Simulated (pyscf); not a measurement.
Single points on ωB97X-D3(BJ)/def2-SVP structures (PySCF, gas phase).

**Question.** Estimate by transition-state theory the rate constant of HO–Si•(OH)–OH (SMILES O[Si](O)O) + HF (SMILES F) → HO–Si(OH)(OH)–F (SMILES O[Si](O)(O)F) + H• (SMILES [H]) (doublet surface; F–H broken, F–Si formed) at 298 K, with ωB97M-D3(BJ)/def2-TZVP energies (ideal gas, 1 atm, RRHO with modes under 100 cm⁻¹ raised to 100, one conformer, R ln 2 for chiral ones without a mode under 150 cm⁻¹; no tunnelling).

**Answer.** The electronic barrier is 24.5 kcal/mol and the thermal terms add +4.3, so ΔG‡ = 28.8 kcal/mol. With k_BT/h = 6.21e+12 s⁻¹ and RT = 0.592 kcal/mol, and a volume of 4.06e-20 cm³ per molecule at 1 atm, k = 2.1e-28 cm³ molecule⁻¹ s⁻¹. Wigner's tunnelling factor for 1670i cm⁻¹ would be 3.70, likely too low at so high a frequency. A shift of 1 kcal/mol in the barrier changes k by a factor 5.4. On the reactant side the descent ends in a bound adduct (not fully relaxed), 10.4 kcal/mol under the separated species and 39.3 kcal/mol under the saddle at ωB97X-D3(BJ)/def2-TZVP. At ωB97X-D3(BJ) the barrier from the zero used here is 28.9 kcal/mol. One saddle was located; it need not be the lowest between these sides. The angle at the transferred F is 157°.
